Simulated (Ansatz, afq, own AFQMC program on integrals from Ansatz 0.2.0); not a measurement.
**Where AFQMC and coupled cluster stand for H2O, singlet**

```xyz
3

O     0.0000   -0.0990    0.0000
H     0.0000    0.7859   -1.1545
H     0.0000    0.7859    1.1545
```

Basis 6-31G. Noble-gas cores (and the filled d shells of Ga–Kr and In–Xe) are frozen. Integrals, coupled cluster, full CI and functionals: Ansatz 0.2.0; the random walks run on the same integrals in our own AFQMC program. The CISD trial takes its coefficients from CCSD amplitudes. Released means that phaseless walkers are propagated on without the constraint, phases kept. Uncertainties: one standard error, sampling alone.

Determinant: RHF, the one that the program's search chose, which needn't be the lowest solution. The geometry is a point of a scan.

Full CI on the same integrals is exact in this basis and with this determinant's frozen core.

Cautions: restricted determinant unstable towards unrestricted (UHF 734 meV lower, ⟨S²⟩ 0.92); raised T1 diagnostic (T1 0.022, weight of the determinant 0.87, largest double 0.14).

The T1 diagnostic is 0.0220 and the weight of the determinant in the CISD state is 0.874. The size of the correlated space is 8 electrons in 12 orbitals.

Reference: full CI, correlation energy -5.400 eV. The released energy is read at 2.40 1/Eh (meV from the phaseless value at times in 1/Eh: -3 ± 6 at 0.24, -13 ± 5 at 0.51, -22 ± 5 at 0.99, -24 ± 5 at 1.62, -26 ± 5 at 2.40).

| level | E − E(reference) (kcal/mol) | share of correlation (%) |
| --- | --- | --- |
| HF | 124.53 | 0.00 |
| MP2 | 12.48 | 89.98 |
| CCSD | 3.61 | 97.10 |
| CCSD(T) | 0.69 | 99.45 |
| CCSDT | 0.77 | 99.38 |
| CCSDT(Q) | -0.11 | 100.09 |
| CCSDTQ | 0.06 | 99.95 |
| ph-AFQMC/HF | 3.04 ± 1.01 | 97.56 |
| ph-AFQMC/CISD | 0.55 ± 0.15 | 99.56 |
| released AFQMC | -0.04 ± 0.12 | 100.03 |

CCSDT and higher add their correlation energy to the determinant of the CCSD(T) run, since their own runs factorise the integrals more tightly (a shift of under 2 meV). A walk keeps the symmetry of its determinant, which the program's search chose and which needn't be the lowest solution, so a lower state of the same spin and another symmetry isn't excluded. Released energies are given only where the last usable release times agree within the noise; a slower fall can still hide under it.
